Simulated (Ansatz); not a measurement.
# N2O: the cost of one run

Computed with Ansatz 0.2.0 through its Python package. Level of theory: CAM-B3LYP/def2-SVP.

### 1 The system

Bond lengths: N1–N2 1.106 Å, N2–O3 1.150 Å. Angles: N1–N2–O3 180.0°.

No structure file is read: the coordinates are typed or built in the script.

### 2 The script

The input, adiabatic.py:

```python
"""How N2O relaxes after losing an electron."""

import itertools

import ansatz as az
from ase.data import atomic_numbers, covalent_radii
import numpy as np

geometry_ang = [
    ("N", (-0.50432, 0.98687, -0.16552)),
    ("N", (-0.00666, 0.01309, -0.00218)),
    ("O", (0.51098, -0.99995, 0.16769)),
]
system = az.Crystal.molecule()
for symbol, xyz in geometry_ang:
    system = system.atom(symbol, xyz)

calculation = (
    system.calculation()
    .basis(gaussian="def2-SVP")
    .functional("cam_b3lyp")
)
symbols = [site.symbol for site in system.cartesian_sites]
start = np.array([site.position_ang for site in system.cartesian_sites], dtype=float)
data = calculation.relax(force_tolerance=0.01).run().report
end = np.array(data["positions_ang"])

minimum = az.Crystal.molecule()
for symbol, place in zip(symbols, end):
    minimum = minimum.atom(symbol, place.tolist())
ion = (
    minimum.calculation()
    .basis(gaussian="def2-SVP")
    .functional("cam_b3lyp")
    .charge(1)
    .spin("collinear", total=1)
)
vertical = ion.run().report
settled = ion.relax(force_tolerance=0.01, max_steps=80).run().report
print(f"vertical ionisation energy   {vertical['free_energy_ev'] - data['free_energy_ev']:.3f} eV")
print(f"adiabatic, no zero point     {settled['free_energy_ev'] - data['free_energy_ev']:.3f} eV")
print(f"relaxation energy of the ion {vertical['free_energy_ev'] - settled['free_energy_ev']:.3f} eV")
ionised = np.array(settled["positions_ang"])
# pairs closer than 1.2 times the sum of covalent radii, before or after
radius = [covalent_radii[atomic_numbers[s]] for s in symbols]
span = lambda where, i, j: np.linalg.norm(where[i] - where[j])
bonded = [(i, j) for i, j in itertools.combinations(range(len(symbols)), 2) if min(span(end, i, j), span(ionised, i, j)) < 1.2 * (radius[i] + radius[j])]
print("pair        before    after (A)")
for i, j in bonded:
    print(f"{symbols[i]}{i}-{symbols[j]}{j}".ljust(10), f"{span(end, i, j):8.4f} {span(ionised, i, j):8.4f}")
```

### 3 The input behind the calls

The package turns the script's settings into the engine's input (first run):

```yaml
crystal:
  periodic: [false, false, false]
  atoms:
    - { symbol: "N", position_ang: [-0.50432, 0.98687, -0.16552] }
    - { symbol: "N", position_ang: [-0.00666, 0.01309, -0.00218] }
    - { symbol: O, position_ang: [0.51098, -0.99995, 0.16769] }
basis:
  gaussian:
    orbitals: def2-SVP
hamiltonian:
  xc: cam_b3lyp
relax:
  f_tol: 0.01
```

### 4 Running it

Started as:

```bash
python adiabatic.py
```

**Question.** How long does this script take on 1 thread of Arm Neoverse V2, shared host, and how much memory does it need?

About 32 s, with a peak of 0.19 GiB.
